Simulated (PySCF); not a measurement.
Cl$_{3}$Si, charge +2, doublet, geometry from GFN2-xTB of the parent state (a state made from the parent by changing its charge; the spin is typed, not shown lowest); HF/STO-3G run with PySCF.

The PySCF input:
```python
from pyscf import gto, scf

mol = gto.M(
    atom='''
Si    0.305349    0.301083    0.303222
Cl   -0.851349   -0.875891    1.477321
Cl    1.471334   -0.855542   -0.881862
Cl   -0.871449    1.483482   -0.845170
''',
    basis='sto-3g',
    charge=2,
    spin=1,
    verbose=5,
)

mf = scf.ROHF(mol)
mf.kernel()
```

It wrote (shortened):

```
PySCF version 2.14.0

[INPUT] verbose = 5
[INPUT] max_memory = 4000
[INPUT] num. atoms = 4
[INPUT] num. electrons = 63
[INPUT] charge = 2
[INPUT] spin (= nelec alpha-beta = 2S) = 1
[INPUT] symmetry False subgroup None
[INPUT] Mole.unit = angstrom
[INPUT] Symbol           X                Y                Z      unit          X                Y                Z       unit  Magmom
[...]
[INPUT] ---------------- BASIS SET ----------------
[INPUT] l, kappa, [nprim/nctr], expnt,             c_1 c_2 ...
[INPUT] Si
[...]
                                74.28083305       0.5353281423
                                20.10329229       0.4446345422
[...]
                                5.389706871       0.3995128261
                                1.752899952       0.7001154689
[...]
                                0.4125648801      0.2255954336
                                0.1614750979      0.900398426
[...]
                                5.389706871       0.6076837186
                                1.752899952       0.3919573931
[...]
                                0.4125648801      0.5951670053
                                0.1614750979      0.462001012
[INPUT] Cl
[...]
                                109.5358542       0.5353281423
                                29.64467686       0.4446345422
[...]
                                9.053563477       0.3995128261
                                2.944499834       0.7001154689
[...]
                                0.5940934274      0.2255954336
                                0.232524141       0.900398426
[...]
                                9.053563477       0.6076837186
                                2.944499834       0.3919573931
[...]
                                0.5940934274      0.5951670053
                                0.232524141       0.462001012

nuclear repulsion = 325.137116421977
number of shells = 20
number of NR pGTOs = 108
number of NR cGTOs = 36
basis = sto-3g
ecp = {}

******** <class 'pyscf.scf.rohf.ROHF'> ********
method = ROHF
initial guess = minao
damping factor = 0
level_shift factor = 0
DIIS = <class 'pyscf.scf.diis.CDIIS'>
diis_start_cycle = 1
diis_space = 8
diis_damp = 0
SCF conv_tol = 1e-09
SCF conv_tol_grad = None
SCF max_cycles = 50
direct_scf = True
direct_scf_tol = 1e-13
num. doubly occ = 31  num. singly occ = 1
Set gradient conv threshold to 3.16228e-05
E1 = -2923.9721985861115  E2 = 950.0471225507665  Ecoul = 1052.6291370248957  Exc = -102.58201447412921
[...]
   -1.01601608   -0.99411672   -0.93999774   -0.93999286   -0.90686922
   -0.90686793   -0.8142717    -0.51879294   -0.26143369   -0.20083278
   -0.20083147]
E1 = -2896.643470871149  E2 = 923.0144772208178  Ecoul = 1025.1234956782296  Exc = -102.10901845741182
cycle= 8 E= -1648.49187722835  delta_E= -4.69e-09  |g|= 9.33e-06  |ddm|= 0.000256
[...]
                  Roothaan           | alpha              | beta
  Highest 2-occ = -0.906868086778286 |  -0.94637034374313 | -0.849674617691307
  Lowest 0-occ =  -0.518792697671572 | -0.521071211013568 |  -0.51651407081834
  1-occ =         -0.814272303802341 | -0.963816294438636 | -0.664728076679883
  Roothaan mo_energy =
[-104.35956041 -104.35955466 -104.35953858  -68.80163514  -11.02195957
  -11.02174855  -11.02173669   -8.46543372   -8.46520514   -8.46519342
   -8.46034415   -8.46024963   -8.46023738   -8.45867516   -8.45859819
   -8.45858606   -6.76009012   -4.78473771   -4.78473767   -4.78234509
   -1.62484891   -1.55884867   -1.55884208   -1.15276181   -1.01602084
   -1.01601556   -0.99411762   -0.93999931   -0.93999145   -0.90686986
   -0.90686809   -0.8142723    -0.5187927    -0.26143261   -0.20083324
   -0.20083115]
E1 = -2896.6434656870065  E2 = 923.0144720363164  Ecoul = 1025.1234899934855  Exc = -102.10901795716904
cycle= 9 E= -1648.49187722871  delta_E= -3.59e-10  |g|= 1.11e-05  |ddm|= 6.4e-05
[...]
                  Roothaan           | alpha              | beta
  Highest 2-occ = -0.906867254471828 | -0.946366643502184 | -0.849674439821615
  Lowest 0-occ =   -0.51879267161334 | -0.521071240349216 | -0.516514102877455
  1-occ =         -0.814272348650762 |  -0.96381645934994 | -0.664728239305147
  Roothaan mo_energy =
[-104.35956563 -104.35956021 -104.35952816  -68.80163503  -11.02196036
  -11.02175352  -11.02173121   -8.46543445   -8.46521006   -8.46518804
   -8.46034567   -8.46025463   -8.46023114   -8.45867688   -8.45860312
   -8.45857969   -6.76009002   -4.78473764   -4.78473755   -4.78234499
   -1.62484893   -1.55885141   -1.5588394    -1.15276187   -1.01602295
   -1.01601361   -0.9941176    -0.94000249   -0.9399883    -0.90687077
   -0.90686725   -0.81427235   -0.51879267   -0.26143256   -0.20083395
   -0.20083021]
E1 = -2896.6434655547746  E2 = 923.0144719034294  Ecoul = 1025.1234898766313  Exc = -102.10901797320196
Extra cycle  E= -1648.49187722937  delta_E= -6.55e-10  |g|= 1.63e-05  |ddm|= 7.24e-05
converged SCF energy = -1648.49187722937
```
